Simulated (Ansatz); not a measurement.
This geometry of CH$_{8}$AlN (11 atoms, charge 0, multiplicity 1) is a first-order saddle point.

These are results of RKS r2SCAN/6-31G* in Ansatz 0.2.0, not measurements.

```xyz
11
Properties=species:S:1:pos:R:3
Al -0.012 -0.420 0.144
C -0.110 0.003 2.277
H -1.028 0.001 2.876
H 0.754 -0.137 2.939
H -0.020 1.045 1.910
H 1.458 -0.038 -0.338
H -1.342 0.157 -0.518
N -0.201 -2.242 0.738
H -1.052 -2.780 0.597
H 0.599 -2.869 0.776
H -0.216 -1.308 1.721
```

(1) Which two structures does it join? (They come from a converged band through this point; their orientation in space is the band's.)

(2) How far does it lie above each of them?

Answers

(1) Bonds broken: Al1–C2, N8–H11. Bonds formed: C2–H11. CH8AlN becomes AlH4N + CH4.

Initial state:

```xyz
11
Properties=species:S:1:pos:R:3
Al -0.061 -0.250 0.426
C 0.070 0.432 2.282
H -0.836 0.240 2.875
H 0.920 0.008 2.838
H 0.214 1.522 2.296
H 1.289 -0.316 -0.455
H -1.433 0.017 -0.382
N -0.301 -2.288 0.767
H -0.440 -2.789 -0.111
H 0.518 -2.689 1.225
H -1.110 -2.475 1.360
```

Final state:

```xyz
11
Properties=species:S:1:pos:R:3
Al 0.121 -0.829 -0.255
C -0.217 0.260 2.799
H -0.683 0.517 3.755
H 0.861 0.435 2.855
H -0.652 0.892 2.016
H 1.609 -0.291 -0.096
H -1.119 0.058 -0.708
N -0.164 -2.567 0.002
H -1.060 -3.028 -0.100
H 0.546 -3.239 0.269
H -0.410 -0.797 2.586
```

(2) 31.4 kcal/mol above the first and 28.2 kcal/mol above the second. This is the barrier of this one path; another mechanism may lie lower. The orbitals stay closed-shell, which can raise the energy where a bond breaks towards radicals; this wasn't checked here.

The run took 6.1 min on 1 thread of Arm Neoverse V1, on a shared host, peak memory 0.12 GiB.
